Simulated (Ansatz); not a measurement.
## CH3P (phosphethene): the electronic atomisation energy, rung by rung

CH3P has 5 atoms, charge 0, and is taken as a singlet. As SMILES, `C=P`. Geometry: relaxed at GFN2-xTB.

```xyz
5

C    -0.2155   -0.4928    0.0910
P     0.7452    0.7767    0.5714
H    -0.3195   -1.3555    0.7292
H    -0.7609   -0.5268   -0.8368
H     0.5505    1.5984   -0.5548
```

Each level gives the electronic atomisation energy (eV). The values are calculated. Electronic energies at fixed atoms, without zero-point motion or spin-orbit coupling.

```
          level                    kind  program  value (eV)  less FCI/STO-3G
  r2SCAN/STO-3G                meta-GGA   Ansatz       20.40            +2.69
   B3LYP/STO-3G           global hybrid   Ansatz       20.53            +2.82
 r2SCAN0/STO-3G         hybrid meta-GGA   Ansatz       19.80            +2.09
   HSE06/STO-3G  range-separated hybrid   Ansatz       20.41            +2.70
 BCCD(T)/STO-3G   coupled cluster or CI   Ansatz       17.69            -0.02
 CCSD(T)/STO-3G   coupled cluster or CI   Ansatz       17.69            -0.02
CCSDT(Q)/STO-3G   coupled cluster or CI   Ansatz       17.71             0.00
   CCSDT/STO-3G   coupled cluster or CI   Ansatz       17.69            -0.02
     FCI/STO-3G      exact in the basis   Ansatz       17.71             0.00
```

FCI/STO-3G is exact within its basis and frozen core, so for wave-function methods in that basis the difference is their error; functionals converge differently with the basis, so for them it is only a difference. The values span 17.69 to 20.53 eV. All rows use very small basis sets, so none should be taken for the real molecule's value.
